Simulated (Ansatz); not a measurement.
The same path of CH3OSi (6 atoms, charge -1, multiplicity 1) was run twice with different band settings. The coordinate that changes most is the dihedral H5–C1–Si2–O3.

Computed with Ansatz 0.2.0, RKS PBE-D4/def2-SVP.

Relaxed end points:

```xyz
6
Properties=species:S:1:pos:R:3
C -0.494 0.384 -0.716
Si 0.383 -0.432 0.559
O 0.630 -1.948 0.947
H -1.062 -0.119 -1.518
H -0.497 1.490 -0.747
H 1.040 0.624 1.474
```

```xyz
6
Properties=species:S:1:pos:R:3
C -0.493 0.385 -0.715
Si 0.384 -0.432 0.559
O 0.631 -1.949 0.947
H -0.499 1.490 -0.747
H -1.061 -0.119 -1.518
H 1.039 0.625 1.474
```

Common settings: movable images 5; climbing image yes; spring 5.0 eV/Å²; optimiser quadratic models (default); force threshold 0.03 eV/Å; iteration limit 60; end points relaxed.

| run | start path |
| --- | --- |
| 1 | through a guess of the saddle point |
| 2 | straight line |

Problem. What does each run give, and how far can it be trusted?

Solution. Run 1: converged after 9 iterations, highest image 0.961 eV above the first end. A vibrational analysis at the climbing image gives one clearly imaginary mode, 588i cm⁻¹: a first-order saddle point.
Run 2: converged after 9 iterations, highest image 0.961 eV above the first end. Another band between the same ends (5 images) ends at a top of the same energy, where a vibrational analysis finds 1 clearly imaginary mode.
Limits of this set-up: an anion without diffuse functions.
